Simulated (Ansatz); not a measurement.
Mulliken charges of `C=C(O)C(=N)F` from PBE/def2-TZVPP in Ansatz (PBE0-D4/def2-TZVP geometry).

```tsv
atom	x (Å)	y (Å)	z (Å)	charge (e)
C1	0.368	-1.363	0.219	-0.211
C2	0.044	-0.099	0.482	0.104
O3	-0.075	0.455	1.708	-0.240
C4	-0.231	0.865	-0.609	0.154
N5	-0.194	0.586	-1.825	-0.226
F6	-0.528	2.089	-0.148	-0.132
H7	0.430	-1.691	-0.807	0.107
H8	0.569	-2.072	1.013	0.072
H9	0.115	-0.216	2.371	0.204
H10	-0.414	1.395	-2.401	0.169
```

Question: By hand: the dipole of these point charges (1 e Å = 4.8032 D).

Answer: Σ q r = (0.063, -0.245, -0.003) e Å, of length 0.253 e Å = 1.22 D.

Question: How does the dipole of the full density compare? (An estimate is asked.)

Answer: The calculation gave: (0.059, -0.199, 0.274) e Å, 1.65 D; the point charges give 0.74 times that, at 54° from its direction.

Point charges leave out the atoms' own dipoles, such as those of lone pairs, and Mulliken's split depends on the basis, so the two needn't agree.
